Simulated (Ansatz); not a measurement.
Geometry optimisation, Ansatz 0.2.0, RKS PBE0/def2-SVP.

input.yaml

```yaml
crystal:
  periodic: [false, false, false]
  atoms:
    - { symbol: Al, position_ang: [0.0, 0.0, 0.0] }
    - { symbol: F, position_ang: [1.2241, 0.0, 1.44] }
    - { symbol: H, position_ang: [1.739, 0.0, 0.2708] }
    - { symbol: H, position_ang: [-1.351, 0.0, -0.78] }
basis:
  gaussian: { orbitals: def2-SVP }
hamiltonian:
  xc: pbe0
relax:
  f_tol: 0.15
  max_steps: 25
  restrain:
    - { distance: [1, 2], at: 2.12, k: 30.0 }
    - { distance: [0, 1], at: 1.69, k: 30.0 }
    - { distance: [0, 2], at: 1.56, k: 30.0 }
```

Command:

```bash
$ ansatz run input.yaml --threads 1 --pin off --max-ram 2048MiB --backend cpu --events-out ev --progress --plain --runs-dir out
```

Where does it end, and by what steps?

The run converged. The restraints hold the end off the free minimum. After 4 steps the energy has fallen by 3.399 eV (the restraints' own energy left out); F2 moved furthest, 0.55 Å.

```
step  energy less start (eV)  largest force component (eV/Å)  accepted
   0                  0.0000                           3.031       yes
   1                 -1.3462                           2.963       yes
   2                 -2.5358                           2.470       yes
   3                 -3.3540                           1.585       yes
   4                 -3.3991                           1.620       yes
```

```xyz
4
Properties=species:S:1:pos:R:3
Al 0.274 0.000 0.064
F 0.722 0.000 1.668
H 1.788 0.000 -0.239
H -1.171 0.000 -0.563
```

The run took 3.9 s on 1 thread of Intel(R) Xeon(R) CPU @ 2.60GHz (Ice Lake), on a shared host, peak memory 0.12 GiB.
